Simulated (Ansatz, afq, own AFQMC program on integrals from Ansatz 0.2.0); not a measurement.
**SiGeH$_{2}$, triplet: AFQMC among the cluster methods**

```xyz
4

Si    0.0000   -0.1395    1.6714
Ge    0.0000    0.0566   -0.6618
H     0.0000    1.2679    2.2283
H     0.0000   -1.4615   -1.1039
```

Connectivity, by distances: SiH–GeH.

Basis cc-pVDZ. Noble-gas cores (and the filled d shells of Ga–Kr and In–Xe) are frozen. Ansatz 0.2.0 and our own AFQMC program on the same integrals; the CISD trial comes from CCSD amplitudes, and released means the phaseless constraint is let go. ± is one standard error of the sampling. No spin–orbit coupling.

Determinant: UHF, the one that the program's search chose, which needn't be the lowest solution. The geometry is a PBE0/def2-TZVP stationary point of this or a neighbouring charge and spin state.

No full CI on the walks' own integrals is used here; CCSDT(Q) serves as the reference and is uncertain by about the last step of the cluster series.

Cautions: no relativity below Rb; no spin-orbit coupling; inner d shell frozen; lower spins were not checked.

* T1 diagnostic: 0.0371
* weight of the determinant in the CISD state: 0.837
* ⟨S²⟩ of the determinant: 2.040
* size of the correlated space: 10 electrons in 36 orbitals

Reference: CCSDT(Q), correlation energy -5.398 eV. The released energy is read at 2.40 1/Eh (meV from the phaseless value at times in 1/Eh: -3 ± 13 at 0.24, -13 ± 10 at 0.51, -37 ± 11 at 0.99, -35 ± 13 at 1.62, -34 ± 14 at 2.40).

```tsv
level	E − E(reference) (meV)	share of correlation (%)
HF	5397.5	0.00
MP2	1343.9	75.10
CCSD	272.3	94.95
CCSD(T)	67.2	98.76
CCSDT	14.6	99.73
ph-AFQMC/CISD	31.4 ± 12.4	99.42
released AFQMC	-2.3 ± 14.4	100.04
```

A walk keeps the symmetry of its determinant, which the program's search chose and which needn't be the lowest solution, so a lower state of the same spin and another symmetry isn't excluded. Released energies are given only where the last usable release times agree within the noise; a slower fall can still hide under it.
